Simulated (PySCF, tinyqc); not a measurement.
Inside a calculation (part 1 of 2). Method: CCD on RHF in the sto-3g basis, frozen core, for CH2, spin multiplicity 1. The lowest restricted solution is unstable here: a spin-polarised one lies 0.0309 hartree lower (PySCF). Computed by tinyqc, a small Python program that keeps every step (integrals from PySCF). Settings: charge = 0, multiplicity = 1, basis = sto-3g, method = RHF, frozen orbitals = 1, energy threshold = 1e-10, iteration cap = 54, orthogonalisation = symmetric, start = Wolfsberg-Helmholz matrix, DIIS depth = 6, amplitude equations = CCD, DIIS depth for amplitudes = 4, cap on updates = 78. Command: `OMP_NUM_THREADS=1 python tinyqc.py 23603 23604 out.jsonl` (the two numbers bound the seeds that draw the settings). One thread of a shared host (Intel(R) Xeon(R) Processor @ 2.60GHz), about 0.1 s of CPU time with the checks. The early iterations of the SCF are left out here.

## One-electron integrals

Geometry (angstrom):
```
atom         x          y         z
C     0.000000   0.000000  0.000000
H     0.000000   1.034000  0.652000
H     0.000000  -1.037000  0.653000
```

Basis sto-3g: exponents (1/bohr^2) and contraction coefficients of normalised primitives:
```
element  l (shell)   exponent  coefficient
C            s (1)  71.616837     0.154329
C            s (1)  13.045096     0.535328
C            s (1)   3.530512     0.444635
C            s (2)   2.941249    -0.099967
C            s (2)   0.683483     0.399513
C            s (2)   0.222290     0.700115
C            p (3)   2.941249     0.155916
C            p (3)   0.683483     0.607684
C            p (3)   0.222290     0.391957
H            s (1)   3.425251     0.154329
H            s (1)   0.623914     0.535328
H            s (1)   0.168855     0.444635
```

Overlap, kinetic and nuclear-attraction integrals over the contracted functions; the nuclear repulsion is the sum of Za Zb / Rab.

nuclear repulsion = 5.44381368 hartree

overlap S, order 1C 1s, 1C 2s, 1C 2px, 1C 2py, 1C 2pz, 2H 1s, 3H 1s:
$$\begin{pmatrix}
1.000000 & 0.248362 & 0.000000 & 0.000000 & 0.000000 & 0.045780 & 0.045457 \\
0.248362 & 1.000000 & 0.000000 & 0.000000 & 0.000000 & 0.417421 & 0.415794 \\
0.000000 & 0.000000 & 1.000000 & 0.000000 & 0.000000 & 0.000000 & 0.000000 \\
0.000000 & 0.000000 & 0.000000 & 1.000000 & 0.000000 & 0.354282 & -0.353427 \\
0.000000 & 0.000000 & 0.000000 & 0.000000 & 1.000000 & 0.223397 & 0.222553 \\
0.045780 & 0.417421 & 0.000000 & 0.354282 & 0.223397 & 1.000000 & 0.105983 \\
0.045457 & 0.415794 & 0.000000 & -0.353427 & 0.222553 & 0.105983 & 1.000000
\end{pmatrix}$$

kinetic energy T (hartree), order 1C 1s, 1C 2s, 1C 2px, 1C 2py, 1C 2pz, 2H 1s, 3H 1s:
$$\begin{pmatrix}
15.891122 & -0.085890 & 0.000000 & 0.000000 & 0.000000 & -0.012175 & -0.012158 \\
-0.085890 & 0.472250 & 0.000000 & 0.000000 & 0.000000 & 0.068744 & 0.067976 \\
0.000000 & 0.000000 & 1.477728 & 0.000000 & 0.000000 & 0.000000 & 0.000000 \\
0.000000 & 0.000000 & 0.000000 & 1.477728 & 0.000000 & 0.157969 & -0.156724 \\
0.000000 & 0.000000 & 0.000000 & 0.000000 & 1.477728 & 0.099609 & 0.098689 \\
-0.012175 & 0.068744 & 0.000000 & 0.157969 & 0.099609 & 0.760032 & -0.010807 \\
-0.012158 & 0.067976 & 0.000000 & -0.156724 & 0.098689 & -0.010807 & 0.760032
\end{pmatrix}$$

nuclear attraction V (hartree), order 1C 1s, 1C 2s, 1C 2px, 1C 2py, 1C 2pz, 2H 1s, 3H 1s:
$$\begin{pmatrix}
-34.517457 & -4.406992 & 0.000000 & -0.000053 & -0.014322 & -0.824578 & -0.818695 \\
-4.406992 & -6.041378 & 0.000000 & -0.000449 & -0.154461 & -2.079216 & -2.069061 \\
0.000000 & 0.000000 & -5.932307 & 0.000000 & 0.000000 & 0.000000 & 0.000000 \\
-0.000053 & -0.000449 & 0.000000 & -6.076141 & -0.000274 & -1.623078 & 1.617112 \\
-0.014322 & -0.154461 & 0.000000 & -0.000274 & -5.989419 & -1.055579 & -1.050344 \\
-0.824578 & -2.079216 & 0.000000 & -1.623078 & -1.055579 & -4.046351 & -0.475348 \\
-0.818695 & -2.069061 & 0.000000 & 1.617112 & -1.050344 & -0.475348 & -4.040328
\end{pmatrix}$$

core Hamiltonian H = T + V (hartree), order 1C 1s, 1C 2s, 1C 2px, 1C 2py, 1C 2pz, 2H 1s, 3H 1s:
$$\begin{pmatrix}
-18.626335 & -4.492882 & 0.000000 & -0.000053 & -0.014322 & -0.836753 & -0.830853 \\
-4.492882 & -5.569128 & 0.000000 & -0.000449 & -0.154461 & -2.010472 & -2.001085 \\
0.000000 & 0.000000 & -4.454579 & 0.000000 & 0.000000 & 0.000000 & 0.000000 \\
-0.000053 & -0.000449 & 0.000000 & -4.598413 & -0.000274 & -1.465108 & 1.460388 \\
-0.014322 & -0.154461 & 0.000000 & -0.000274 & -4.511691 & -0.955969 & -0.951655 \\
-0.836753 & -2.010472 & 0.000000 & -1.465108 & -0.955969 & -3.286319 & -0.486156 \\
-0.830853 & -2.001085 & 0.000000 & 1.460388 & -0.951655 & -0.486156 & -3.280296
\end{pmatrix}$$

## Two-electron integrals

Functions are numbered as in S; the eight-fold symmetry (ij|kl) = (ji|kl) = (kl|ij) leaves the list below.

Two-electron integrals (ij|kl) in chemists' order, unique and non-zero (hartree):
```
(11|11) 3.541948    (21|11) 0.576921    (21|21) 0.111888    (22|11) 0.854682
(22|21) 0.205284    (22|22) 0.624709    (31|31) 0.020296    (32|31) 0.030858
(32|32) 0.137996    (33|11) 0.852436    (33|21) 0.205335    (33|22) 0.624568
(33|33) 0.672833    (41|41) 0.020296    (42|41) 0.030858    (42|42) 0.137996
(43|43) 0.036269    (44|11) 0.852436    (44|21) 0.205335    (44|22) 0.624568
(44|33) 0.600295    (44|44) 0.672833    (51|51) 0.020296    (52|51) 0.030858
(52|52) 0.137996    (53|53) 0.036269    (54|54) 0.036269    (55|11) 0.852436
(55|21) 0.205335    (55|22) 0.624568    (55|33) 0.600295    (55|44) 0.600295
(55|55) 0.672833    (61|11) 0.106831    (61|21) 0.020604    (61|22) 0.037770
(61|33) 0.037642    (61|41) 0.001053    (61|42) 0.001971    (61|44) 0.037927
(61|51) 0.000664    (61|52) 0.001243    (61|54) 0.000180    (61|55) 0.037755
(61|61) 0.003878    (62|11) 0.269367    (62|21) 0.065627    (62|22) 0.221388
(62|33) 0.215959    (62|41) 0.005278    (62|42) 0.037203    (62|44) 0.227461
(62|51) 0.003328    (62|52) 0.023459    (62|54) 0.007252    (62|55) 0.220532
(62|61) 0.012619    (62|62) 0.105022    (63|31) 0.006504    (63|32) 0.034823
(63|43) 0.007168    (63|53) 0.004520    (63|63) 0.012515    (64|11) 0.198509
(64|21) 0.048971    (64|22) 0.175164    (64|33) 0.166386    (64|41) 0.009918
(64|42) 0.061987    (64|44) 0.189168    (64|51) 0.002152    (64|52) 0.017129
(64|54) 0.009845    (64|55) 0.169744    (64|61) 0.009833    (64|62) 0.098616
(64|64) 0.103432    (65|11) 0.125172    (65|21) 0.030879    (65|22) 0.110451
(65|33) 0.104917    (65|41) 0.002152    (65|42) 0.017129    (65|44) 0.110242
(65|51) 0.007862    (65|52) 0.045624    (65|54) 0.010526    (65|55) 0.116074
(65|61) 0.006200    (65|62) 0.062183    (65|64) 0.057329    (65|65) 0.048664
(66|11) 0.426992    (66|21) 0.105786    (66|22) 0.406745    (66|33) 0.385430
(66|41) 0.010344    (66|42) 0.099032    (66|44) 0.430806    (66|51) 0.006523
(66|52) 0.062446    (66|54) 0.028612    (66|55) 0.403472    (66|61) 0.020600
(66|62) 0.248159    (66|64) 0.256866    (66|65) 0.161969    (66|66) 0.774606
(71|11) 0.106071    (71|21) 0.020458    (71|22) 0.037504    (71|33) 0.037376
(71|41) -0.001045   (71|42) -0.001957   (71|44) 0.037659    (71|51) 0.000658
(71|52) 0.001232    (71|54) -0.000178   (71|55) 0.037488    (71|61) 0.003733
(71|62) 0.011778    (71|64) 0.008398    (71|65) 0.005798    (71|66) 0.018911
(71|71) 0.003823    (72|11) 0.268022    (72|21) 0.065303    (72|22) 0.220363
(72|33) 0.214954    (72|41) -0.005253   (72|42) -0.037065   (72|44) 0.226421
(72|51) 0.003308    (72|52) 0.023340    (72|54) -0.007221   (72|55) 0.219501
(72|61) 0.011803    (72|62) 0.073719    (72|64) 0.050096    (72|65) 0.042471
(72|66) 0.134762    (72|71) 0.012467    (72|72) 0.104149    (73|31) 0.006465
(73|32) 0.034634    (73|43) -0.007137   (73|53) 0.004494    (73|63) 0.008177
(73|73) 0.012394    (74|11) -0.197782   (74|21) -0.048793   (74|22) -0.174583
(74|33) -0.165837   (74|41) 0.009866    (74|42) 0.061726    (74|44) -0.188540
(74|51) -0.002141   (74|52) -0.017060   (74|54) 0.009802    (74|55) -0.169179
(74|61) -0.008428   (74|62) -0.050189   (74|64) -0.026994   (74|65) -0.028388
(74|66) -0.086019   (74|71) -0.009727   (74|72) -0.097922   (74|74) 0.102787
(75|11) 0.124544    (75|21) 0.030725    (75|22) 0.109935    (75|33) 0.104428
(75|41) -0.002141   (75|42) -0.017060   (75|44) 0.109735    (75|51) 0.007814
(75|52) 0.045377    (75|54) -0.010479   (75|55) 0.115521    (75|61) 0.005810
(75|62) 0.042468    (75|64) 0.028336    (75|65) 0.032145    (75|66) 0.082153
(75|71) 0.006125    (75|72) 0.061661    (75|74) -0.056921   (75|75) 0.048237
(76|11) 0.059951    (76|21) 0.014671    (76|22) 0.051560    (76|33) 0.050127
(76|41) -1.22e-06   (76|42) -0.000013   (76|44) 0.051667    (76|51) 0.001222
(76|52) 0.009306    (76|54) -2.99e-06   (76|55) 0.052834    (76|61) 0.002756
(76|62) 0.021969    (76|64) 0.017955    (76|65) 0.014294    (76|66) 0.048741
(76|71) 0.002737    (76|72) 0.021889    (76|74) -0.017924   (76|75) 0.014240
(76|76) 0.005727    (77|11) 0.425994    (77|21) 0.105542    (77|22) 0.405977
(77|33) 0.384719    (77|41) -0.010307   (77|42) -0.098818   (77|44) 0.430008
(77|51) 0.006490    (77|52) 0.062226    (77|54) -0.028518   (77|55) 0.402677
(77|61) 0.019002    (77|62) 0.135150    (77|64) 0.086110    (77|65) 0.082381
(77|66) 0.254857    (77|71) 0.020405    (77|72) 0.246973    (77|74) -0.255944
(77|75) 0.161168    (77|76) 0.048741    (77|77) 0.774606
```

## Orthogonalisation

S = U s U^T; symmetric (Loewdin) form X = U s^(-1/2) U^T, so that X^T S X = 1.

eigenvalues of S: [0.359443, 0.443794, 0.873828, 1.000000, 1.097958, 1.450230, 1.774747]

X, order 1C 1s, 1C 2s, 1C 2px, 1C 2py, 1C 2pz, 2H 1s, 3H 1s:
$$\begin{pmatrix}
1.026653 & -0.148726 & 0.000000 & -0.000048 & -0.010141 & 0.024074 & 0.024005 \\
-0.148726 & 1.207431 & 0.000000 & 0.000683 & 0.095645 & -0.273422 & -0.271716 \\
0.000000 & 0.000000 & 1.000000 & 0.000000 & 0.000000 & 0.000000 & 0.000000 \\
-0.000048 & 0.000683 & 0.000000 & 1.130438 & 0.000354 & -0.236350 & 0.235291 \\
-0.010141 & 0.095645 & 0.000000 & 0.000354 & 1.049940 & -0.143303 & -0.142419 \\
0.024074 & -0.273422 & 0.000000 & -0.236350 & -0.143303 & 1.180695 & -0.021203 \\
0.024005 & -0.271716 & 0.000000 & 0.235291 & -0.142419 & -0.021203 & 1.179039
\end{pmatrix}$$

## Iteration 8 (converged): orbitals

converged F (hartree), order 1C 1s, 1C 2s, 1C 2px, 1C 2py, 1C 2pz, 2H 1s, 3H 1s:
$$\begin{pmatrix}
-10.997704 & -2.953732 & 0.000000 & -0.000032 & -0.025125 & -0.557189 & -0.553293 \\
-2.953732 & -1.427728 & 0.000000 & -0.000526 & -0.060941 & -0.593224 & -0.590613 \\
0.000000 & 0.000000 & 0.234792 & 0.000000 & 0.000000 & 0.000000 & 0.000000 \\
-0.000032 & -0.000526 & 0.000000 & -0.176256 & -0.000523 & -0.346062 & 0.345402 \\
-0.025125 & -0.060941 & 0.000000 & -0.000523 & -0.207696 & -0.250713 & -0.249966 \\
-0.557189 & -0.593224 & 0.000000 & -0.346062 & -0.250713 & -0.391261 & -0.151383 \\
-0.553293 & -0.590613 & 0.000000 & 0.345402 & -0.249966 & -0.151383 & -0.389004
\end{pmatrix}$$

Diagonalise F' = X^T F X, C = X C', fill 4 alpha and 4 beta electrons from the bottom; D = 2 C_occ C_occ^T. Each column has its largest component positive (the first on a tie).

F' = X^T F X (hartree):
$$\begin{pmatrix}
-10.767743 & -1.554955 & 0.000000 & -0.000030 & -0.049360 & -0.052586 & -0.051520 \\
-1.554955 & -0.644321 & 0.000000 & 0.000432 & 0.118350 & -0.372165 & -0.370321 \\
0.000000 & 0.000000 & 0.234792 & 0.000000 & 0.000000 & 0.000000 & 0.000000 \\
-0.000030 & 0.000432 & 0.000000 & 0.116872 & 0.000068 & -0.393752 & 0.392761 \\
-0.049360 & 0.118350 & 0.000000 & 0.000068 & -0.091896 & -0.253273 & -0.252293 \\
-0.052586 & -0.372165 & 0.000000 & -0.393752 & -0.253273 & -0.006085 & -0.034045 \\
-0.051520 & -0.370321 & 0.000000 & 0.392761 & -0.252293 & -0.034045 & -0.006641
\end{pmatrix}$$

orbital energies (hartree): MO1 -11.003397, MO2 -0.784231, MO3 -0.485655, MO4 -0.288581, MO5 0.234792, MO6 0.531823, MO7 0.630228

coefficients C, order 1C 1s, 1C 2s, 1C 2px, 1C 2py, 1C 2pz, 2H 1s, 3H 1s:
$$\begin{pmatrix}
0.993341 & -0.221812 & 0.000541 & 0.126609 & 0.000000 & -0.159472 & -0.002231 \\
0.027918 & 0.720422 & -0.002445 & -0.573138 & 0.000000 & 0.888417 & 0.013451 \\
0.000000 & 0.000000 & 0.000000 & 0.000000 & 1.000000 & 0.000000 & 0.000000 \\
0.000019 & 0.000939 & 0.521666 & -0.000499 & 0.000000 & -0.013028 & 1.056791 \\
0.004903 & 0.135649 & 0.000557 & 0.779797 & 0.000000 & 0.725144 & 0.010045 \\
-0.005976 & 0.265125 & 0.463635 & 0.254346 & 0.000000 & -0.786060 & -0.760499 \\
-0.005947 & 0.263202 & -0.464613 & 0.255463 & 0.000000 & -0.803421 & 0.738045
\end{pmatrix}$$

D after iteration 8, order 1C 1s, 1C 2s, 1C 2px, 1C 2py, 1C 2pz, 2H 1s, 3H 1s:
$$\begin{pmatrix}
2.103916 & -0.409265 & 0.000000 & 0.000059 & 0.147022 & -0.064582 & -0.064392 \\
-0.409265 & 1.696561 & 0.000000 & -0.000625 & -0.698143 & 0.087851 & 0.088341 \\
0.000000 & 0.000000 & 0.000000 & 0.000000 & 0.000000 & 0.000000 & 0.000000 \\
0.000059 & -0.000625 & 0.000000 & 0.544272 & 0.000057 & 0.483969 & -0.484506 \\
0.147022 & -0.698143 & 0.000000 & 0.000057 & 1.253016 & 0.469062 & 0.469249 \\
-0.064582 & 0.087851 & 0.000000 & 0.483969 & 0.469062 & 0.699953 & -0.161237 \\
-0.064392 & 0.088341 & 0.000000 & -0.484506 & 0.469249 & -0.161237 & 0.700874
\end{pmatrix}$$

## Convergence

Stop when the energy changes by less than 1e-10 hartree and every element of the error matrix X^T (F D S - S D F) X is below 3e-06.

Course of the cycle:
```
iteration   E (hartree)     change  largest element of the error matrix
1          -38.14672104          -                             3.44e-01
2          -38.33518028  -1.88e-01                             7.21e-02
3          -38.34689370  -1.17e-02                             2.81e-02
4          -38.34854150  -1.65e-03                             4.08e-03
5          -38.34859873  -5.72e-05                             7.02e-04
6          -38.34860022  -1.49e-06                             8.11e-06
7          -38.34860022  -1.39e-10                             5.97e-07
8          -38.34860022  -6.39e-13                             1.02e-07
```

PySCF RHF in the same basis = -38.34860022 hartree

Converged in 8 iterations.

## Integrals over molecular orbitals

(pq|rs) = sum C_ip C_jq C_kr C_ls (ij|kl), one index at a time.

one-electron integrals over orbitals h = C^T H C (hartree):
$$\begin{pmatrix}
-18.611998 & 0.357380 & -0.000863 & -0.188018 & 0.000000 & 0.242425 & 0.003350 \\
0.357380 & -4.477556 & 0.000047 & 0.234481 & 0.000000 & -0.807671 & -0.012261 \\
-0.000863 & 0.000047 & -3.873109 & -0.001828 & 0.000000 & 0.013430 & -0.881034 \\
-0.188018 & 0.234481 & -0.001828 & -4.267886 & 0.000000 & -0.441018 & -0.004441 \\
0.000000 & 0.000000 & 0.000000 & 0.000000 & -4.454579 & 0.000000 & 0.000000 \\
0.242425 & -0.807671 & 0.013430 & -0.441018 & 0.000000 & -3.485907 & 0.002051 \\
0.003350 & -0.012261 & -0.881034 & -0.004441 & 0.000000 & 0.002051 & -3.643766
\end{pmatrix}$$

Two-electron integrals over orbitals (pq|rs), unique and non-zero (hartree); the lowest 1 orbital is frozen and left out:
```
(22|22) 0.535692    (32|22) 0.000677    (32|32) 0.137696    (33|22) 0.497216
(33|32) -0.000401   (33|33) 0.505633    (42|22) 0.016971    (42|32) 0.000052
(42|33) 0.021134    (42|42) 0.080797    (43|22) 0.000201    (43|32) 0.028894
(43|33) -0.000107   (43|42) -0.000244   (43|43) 0.036181    (44|22) 0.496438
(44|32) -0.000156   (44|33) 0.452497    (44|42) -0.088306   (44|43) 0.000419
(44|44) 0.642964    (52|52) 0.091867    (53|52) -0.000170   (53|53) 0.018641
(54|52) -0.040089   (54|53) 0.000122    (54|54) 0.050039    (55|22) 0.542485
(55|32) -0.000066   (55|33) 0.468541    (55|42) -0.052364   (55|43) 0.000345
(55|44) 0.572770    (55|55) 0.672833    (62|22) 0.085341    (62|32) -0.000379
(62|33) 0.025891    (62|42) -0.000080   (62|43) 0.000435    (62|44) 0.068781
(62|55) 0.124171    (62|62) 0.095930    (63|22) -0.001405   (63|32) -0.067581
(63|33) -0.000217   (63|42) 0.000758    (63|43) -0.034480   (63|44) -0.001625
(63|55) -0.002030   (63|62) -0.001544   (63|63) 0.085790    (64|22) 0.039040
(64|32) 0.000928    (64|33) 0.003633    (64|42) -0.016433   (64|43) 0.000147
(64|44) 0.069666    (64|55) 0.061973    (64|62) 0.052063    (64|63) -0.001419
(64|64) 0.041972    (65|52) 0.053349    (65|53) -0.000359   (65|54) -0.010621
(65|65) 0.040645    (66|22) 0.519334    (66|32) -0.002661   (66|33) 0.497127
(66|42) 0.053587    (66|43) -0.001163   (66|44) 0.448100    (66|55) 0.491192
(66|62) 0.061713    (66|63) 0.001673    (66|64) 0.020584    (66|66) 0.555404
(72|22) 0.001213    (72|32) 0.005931    (72|33) 0.000300    (72|42) -0.000220
(72|43) -0.032549   (72|44) 0.001201    (72|55) 0.001875    (72|62) 0.000754
(72|63) 0.045130    (72|64) 0.000844    (72|66) 0.001327    (72|72) 0.055531
(73|22) 0.064469    (73|32) -0.001044   (73|33) 0.025999    (73|42) -0.060311
(73|43) -0.000080   (73|44) 0.119187    (73|55) 0.131070    (73|62) 0.074335
(73|63) -0.000693   (73|64) 0.051483    (73|66) 0.007726    (73|72) 0.001664
(73|73) 0.120247    (74|22) 0.000080    (74|32) -0.071851   (74|33) 0.000325
(74|42) -0.000066   (74|43) 0.002718    (74|44) 0.000718    (74|55) 0.000597
(74|62) 0.000823    (74|63) 0.043106    (74|64) -0.000384   (74|66) 0.001604
(74|72) -0.009402   (74|73) 0.001140    (74|74) 0.063044    (75|52) 0.000774
(75|53) 0.018443    (75|54) -0.000179   (75|65) 0.000254    (75|75) 0.022660
(76|22) 0.000724    (76|32) 0.107833    (76|33) -0.000444   (76|42) 0.000873
(76|43) 0.041654    (76|44) -0.000842   (76|55) -0.000226   (76|62) 0.000326
(76|63) -0.077263   (76|64) 0.000821    (76|66) -0.002085   (76|72) -0.022084
(76|73) -0.001710   (76|74) -0.053087   (76|76) 0.111043    (77|22) 0.509910
(77|32) 0.002899    (77|33) 0.506576    (77|42) -0.014556   (77|43) 0.001187
(77|44) 0.514513    (77|55) 0.520448    (77|62) 0.044804    (77|63) -0.003035
(77|64) 0.018795    (77|66) 0.503739    (77|72) 0.000147    (77|73) 0.067367
(77|74) -0.001251   (77|76) 0.002413    (77|77) 0.548734
```

## CCD: starting amplitudes

t_ij^ab = <ij||ab> / (e_i + e_j - e_a - e_b), whose energy is MP2.

Starting amplitudes (spin orbitals 1a, 1b, ...; amplitudes related by a flip of all spins are not repeated; the 24 largest):
```
from      to          t
3a 3b  7a 7b  -0.053880
4a 4b  5a 5b  -0.047804
2a 2b  5a 5b  -0.045076
3a 3b  6a 6b  -0.042158
2a 2b  6a 6b  -0.036446
4a 4b  7a 7b  -0.034307
2a 3b  6a 7b  -0.030566
3a 4b  6b 7a   0.026589
2a 4b  5a 5b   0.025991
4a 4b  6a 6b  -0.025580
2a 4b  6a 6b  -0.024369
3a 4b  6a 7b  -0.022262
2a 2b  7a 7b  -0.019630
2a 3b  6b 7a   0.018557
3a 3b  5a 5b  -0.012937
2a 3a  6a 7a  -0.012009
3a 4a  6a 7a   0.004326
2a 4b  7a 7b   0.004029
3a 4b  6a 6b   0.000772
2a 3b  6a 6b   0.000661
2a 3b  7a 7b  -0.000658
3a 4b  7a 7b  -0.000560
2a 4b  6b 7a   0.000378
2a 4b  6a 7b  -0.000368
```

correlation energy = -0.04104996 hartree

## CCD: amplitude update 1

t_ij^ab D_ij^ab are set to the remaining terms of the spin-orbital equations, evaluated with the old amplitudes; for the doubles these are <ij||ab> + 1/2 <ab||ef> t_ij^ef + 1/2 <mn||ij> t_mn^ab + P(ij)P(ab) <mb||ej> t_im^ae + terms in t^2, D the orbital-energy denominators.

Amplitudes after update 1 (spin orbitals 1a, 1b, ...; amplitudes related by a flip of all spins are not repeated; the 24 largest):
```
from      to          t
4a 4b  5a 5b  -0.080574
3a 3b  7a 7b  -0.069568
2a 2b  5a 5b  -0.060318
3a 3b  6a 6b  -0.056727
2a 2b  6a 6b  -0.045027
4a 4b  7a 7b  -0.044812
2a 4b  5a 5b   0.042456
2a 3b  6a 7b  -0.040679
3a 4b  6b 7a   0.036250
2a 4b  6a 6b  -0.035520
3a 4b  6a 7b  -0.032876
4a 4b  6a 6b  -0.032086
2a 3b  6b 7a   0.028723
2a 2b  7a 7b  -0.023665
3a 3b  5a 5b  -0.012402
2a 3a  6a 7a  -0.011956
2a 4b  7a 7b   0.003482
3a 4a  6a 7a   0.003374
3a 4b  6a 6b   0.001105
2a 3b  6a 6b   0.000935
2a 3b  7a 7b  -0.000920
3a 4b  7a 7b  -0.000784
2a 4b  6b 7a   0.000503
2a 4b  6a 7b  -0.000502
```

correlation energy = -0.05598544 hartree

## CCD: amplitude update 2

As before.

Amplitudes after update 2 (spin orbitals 1a, 1b, ...; amplitudes related by a flip of all spins are not repeated; the 24 largest):
```
from      to          t
4a 4b  5a 5b  -0.104840
3a 3b  7a 7b  -0.074940
2a 2b  5a 5b  -0.065724
3a 3b  6a 6b  -0.061946
2a 4b  5a 5b   0.051777
4a 4b  7a 7b  -0.047915
2a 2b  6a 6b  -0.047530
2a 3b  6a 7b  -0.043720
2a 4b  6a 6b  -0.040284
3a 4b  6b 7a   0.039907
3a 4b  6a 7b  -0.037652
4a 4b  6a 6b  -0.034363
2a 3b  6b 7a   0.032984
2a 2b  7a 7b  -0.024521
2a 3a  6a 7a  -0.010737
3a 3b  5a 5b  -0.010093
2a 4b  7a 7b   0.002629
3a 4a  6a 7a   0.002256
3a 4b  6a 6b   0.001248
2a 3b  6a 6b   0.001035
2a 3b  7a 7b  -0.001014
3a 4b  7a 7b  -0.000872
2a 4b  6a 7b  -0.000549
2a 4b  6b 7a   0.000544
```

correlation energy = -0.06209000 hartree
